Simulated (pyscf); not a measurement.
Thermochemistry of product channels of `[F][N]([F])[F]` + `[GeH3]` [doublet] on the doublet surface, in kcal/mol, from ωB97M-D3(BJ)/def2-TZVP energies (ideal gas, 1 atm, RRHO with modes under 100 cm⁻¹ raised to 100, one conformer, R ln 2 for chiral ones without a mode under 150 cm⁻¹). Optimised with ωB97X-D3(BJ)/def2-SVP in PySCF.

```tsv
products	ΔE	ΔH(298 K)	ΔG(298 K)	ΔG(1200 K)
`[F][GeH2]` [doublet] + `[F][NH][F]`	-58.5	-55.4	-57.3	-62.1
`[FH]` + `[F][N][F]` [doublet] + `[GeH2]` [singlet]	___	-16.9	-27.8	-61.1
`[FH]` + `[F][N]([F])[GeH2]` [doublet]	___	-39.7	-40.0	-43.1
`[F][GeH3]` + `[F][N][F]` [doublet]	-67.6	-67.1	-68.0	-70.2
`[F][GeH2][N]([F])[F]` + `[H]` [doublet]	-30.1	-31.9	-29.2	-25.0
```

Task: What belongs in the gaps?

Result: 
- `[FH]` + `[F][N][F]` [doublet] + `[GeH2]` [singlet], ΔE: -15.8
- `[FH]` + `[F][N]([F])[GeH2]` [doublet], ΔE: -41.1

These are energies of the channels, which say nothing of barriers. F–N(F)–GeH₂• lies 159.6 kcal/mol over its isomer H₂N–Ge•(F)–F (electronic energy, ωB97M-D3(BJ)/def2-TZVP). F–GeH₂–N(F)–F lies 160.8 kcal/mol over its isomer H₂N–Ge(F)(F)–F (electronic energy, ωB97M-D3(BJ)/def2-TZVP). Elements up to Kr have no core potential and no relativistic terms here.
